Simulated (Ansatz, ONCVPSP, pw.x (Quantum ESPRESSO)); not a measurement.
# What a changed setting does to a pw.x run (bcc Ta)

Potential: optimised norm-conserving Vanderbilt (ONCV), ONCVPSP 4.0.1.1 (patched build), PBEsol; core [Kr] 4d10 4f14, reference 5s2 5p6 5d3 6s2; waves: 5s+6s: rc 1.95 bohr, ncon 4, nbas 7, qcut 6.2 1/bohr, 2 projectors; 5p: rc 1.70 bohr, ncon 4, nbas 8, qcut 6.8 1/bohr, 2 projectors, debl 0.7 Ha; 5d: rc 2.80 bohr, ncon 3, nbas 6, qcut 5.2 1/bohr, 1 projector; local part: polynomial inside 1.15 bohr (lpopt 1, dvloc0 3 Ha); core correction: Teter function, fcfact 3.5, rcfact 1.25. In the p channel the program set the typed energies aside and used -1.449, 0.250 Ha.

The reference run (k-mesh 14³, cutoffs 50/200 Ry, Fermi–Dirac 0.01 Ry, mixing_beta 0.4, conv_thr 1e-9, no spin) gives -0.13 GPa at 17.551 Å³/atom, where all-electron LAPW gives 1.56 GPa. This run, with its own iteration cap, changes startingwfc to random.

```
&control
  calculation='scf', prefix='x', pseudo_dir='./', outdir='./tmp', tstress=.true., disk_io='none'
/
&system
  ibrav=0, nat=1, ntyp=1, ecutwfc=50, ecutrho=200, nbnd=14,
  occupations='smearing', smearing='fd', degauss=0.01
/
&electrons
  conv_thr=1e-09, mixing_beta=0.4, electron_maxstep=60, startingwfc='random'
/
ATOMIC_SPECIES
Ta 1.0 Ta.UPF
CELL_PARAMETERS angstrom
  -1.63712042 1.63712042 1.63712042
  1.63712042 -1.63712042 1.63712042
  1.63712042 1.63712042 -1.63712042
ATOMIC_POSITIONS crystal
Ta 0.0000 0.0000 0.0000
K_POINTS automatic
14 14 14 0 0 0
```

```bash
pw.x < Ta.scf.in > Ta.scf.out
```

Question: How does the run end?

Answer: It converges in 7 iterations; the free energy moves by +0.0 meV/atom and the pressure by +0.00 GPa. The result is that of the reference run.

```
Message from routine setup:
     using ibrav=0 with symmetry is DISCOURAGED, use correct ibrav instead
     lattice parameter (alat)  =       5.3585  a.u.
     unit-cell volume          =     118.4400 (a.u.)^3
     number of electrons       =        13.00
     number of Kohn-Sham states=           14
     kinetic-energy cutoff     =      50.0000  Ry
     charge density cutoff     =     200.0000  Ry
     scf convergence threshold =      1.0E-09
     Exchange-correlation= PBESOL
     number of k points=   104  Fermi-Dirac smearing, width (Ry)=  0.0100
     iteration #  1     ecut=    50.00 Ry     beta= 0.40
     total energy              =    -123.33094049 Ry
     estimated scf accuracy    <       0.02093938 Ry
     iteration #  2     ecut=    50.00 Ry     beta= 0.40
     total energy              =    -123.33073393 Ry
     estimated scf accuracy    <       0.00363707 Ry
     iteration #  3     ecut=    50.00 Ry     beta= 0.40
     total energy              =    -123.33120658 Ry
     estimated scf accuracy    <       0.00015242 Ry
     iteration #  4     ecut=    50.00 Ry     beta= 0.40
     total energy              =    -123.33121293 Ry
     estimated scf accuracy    <       0.00000066 Ry
     iteration #  5     ecut=    50.00 Ry     beta= 0.40
     total energy              =    -123.33121320 Ry
     estimated scf accuracy    <       0.00000012 Ry
     iteration #  6     ecut=    50.00 Ry     beta= 0.40
     total energy              =    -123.33121321 Ry
     estimated scf accuracy    <          1.2E-09 Ry
     iteration #  7     ecut=    50.00 Ry     beta= 0.40
     the Fermi energy is    18.8437 ev
!    total energy              =    -123.33121321 Ry
     estimated scf accuracy    <          1.5E-10 Ry
     smearing contrib. (-TS)   =      -0.00543357 Ry
     The total energy is F=E-TS. E is the sum of the following terms:
     one-electron contribution =     -16.84180151 Ry
     hartree contribution      =      14.36523826 Ry
     xc contribution           =     -21.44904517 Ry
     ewald contribution        =     -99.40017121 Ry
     convergence has been achieved in   7 iterations
          total   stress  (Ry/bohr**3)                   (kbar)     P=       -1.29
     Message from routine punch:
     Nothing written, as per user request (disk_io='none')
```

The run took about 19 s on one core of a shared host (Neoverse-N1, 64 threads, 124 GiB, load 51).
